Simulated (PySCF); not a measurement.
Consider `O=[PH2]O` (H3O2P). Coordinates in Å; atoms count from 1 in this order:
```
O    -1.2051    1.3711   -0.2448
P    -0.4188    0.1354   -0.0644
O     1.1660    0.3921    0.1475
H    -0.7685   -0.6832    1.0514
H    -0.4647   -0.7973   -1.1422
H     1.6832   -0.4005    0.3397
```

These are calculated values, ωB97X-D3(BJ)/ma-def2-TZVP in PySCF (grid level 2) at geometries from PBE0-D3(BJ)/def2-SVP. The prefix ma- adds one diffuse s and one diffuse p function on all atoms but H. Thermal corrections: PBE0-D3(BJ)/def2-SVP frequencies, unscaled, ideal gas at 298.15 K and 1 bar, quasi-RRHO entropy.

(1) Rank these of its positions by gas-phase deprotonation enthalpy, most acidic first.
A. P2 (phosphorus)
B. O3 (hydroxyl oxygen)

(2) For O3 (hydroxyl oxygen), what are ΔE (electronic) and ΔG(298 K) of the loss of the proton?

(3) Of those listed, which site of deprotonation is favoured in methanol (IEF-PCM), and by how much?

Results:

(1) B (1378 kJ/mol), A (1495 kJ/mol).

(2) ΔE = 1405 and ΔG = 1353 kJ/mol, beside ΔH = 1378 kJ/mol. The product is `O=[PH2][O-]`.

(3) O3 (hydroxyl oxygen), by 105 kJ/mol over P2 (phosphorus); the gas phase favours the same one.

Caveats: structures of the anions come from def2-SVP, which lacks diffuse functions.
